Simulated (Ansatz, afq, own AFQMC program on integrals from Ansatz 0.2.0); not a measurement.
**ScNH2, singlet → ScNH$_{2}$⁺, doublet**

```tsv
atom	x (Å)	y (Å)	z (Å)
Sc	0.0000	0.0000	0.5199
N	0.0000	0.0000	-1.3854
H	0.0000	0.8279	-1.9692
H	0.0000	-0.8279	-1.9692
```

Connectivity, by distances: Sc–NH2.

E(doublet, charge +1) − E(singlet, charge +0) at this geometry, on RHF and UHF determinants.

Basis def2-TZVP. Only valence electrons are correlated. AFQMC by an in-house program on the Cholesky factors that Ansatz 0.2.0 writes for its CCSD(T) run. ph-AFQMC/CISD is guided by a CISD state made of CCSD amplitudes; releasing the constraint for a short imaginary time cuts its bias at the price of noise, slowly where states lie close. Error bars are statistical, one sigma. The metal's outer-core s and p shells are frozen, which shifts wave-function levels against functionals. The errors of all members are added in quadrature.

No full CI on the walks' own integrals is used here; CCSDT(Q) serves as the reference and is uncertain by about the last step of the cluster series. Each member takes its own surest rung, up to full CI.

Errors are counted within def2-TZVP, not against nature.

Cautions: no relativity below Rb; outer-core shells of the metal frozen; ScNH₂ (singlet): higher spins were not checked, restricted determinant unstable towards unrestricted (UHF 86 meV lower, ⟨S²⟩ 0.45), the released energies are still falling, so no released level is given (meV from the phaseless value at times in 1/Eh: -17 ± 5 at 0.60, -34 ± 5 at 1.20, -22 ± 11 at 2.00, -9 ± 15 at 3.00, -50 ± 28 at 4.20), though the last usable value meets CCSDT(Q) within the noise, its ph-AFQMC/CISD value lies 26 ± 4 meV above CCSDT(Q); ScNH₂⁺ (doublet): higher spins were not checked, the released energies move by 1.5 errors or more from one time to the next, so no released level is given (meV from the phaseless value at times in 1/Eh: -6 ± 4 at 0.60, 4 ± 13 at 1.20, -21 ± 5 at 2.00, -2 ± 11 at 3.00, 22 ± 17 at 4.20).

Reference (CCSDT(Q)): 594.0 kJ/mol.

```
        level  vertical ionization energy (kJ/mol)  error against CCSDT(Q) (kJ/mol)
           HF                                490.0                           -103.9
          MP2                                567.3                            -26.6
         CCSD                                588.0                             -5.9
      CCSD(T)                                594.3                              0.3
        CCSDT                                593.3                             -0.6
ph-AFQMC/CISD                          591.9 ± 0.6                       -2.1 ± 0.6
```

Correlation beyond CCSD(T) takes off 0.3 kJ/mol. The perturbative (T) step is worth +6.3 kJ/mol.

A walk keeps the symmetry of its determinant, which the program's search chose and which needn't be the lowest solution, so a lower state of the same spin and another symmetry isn't excluded.
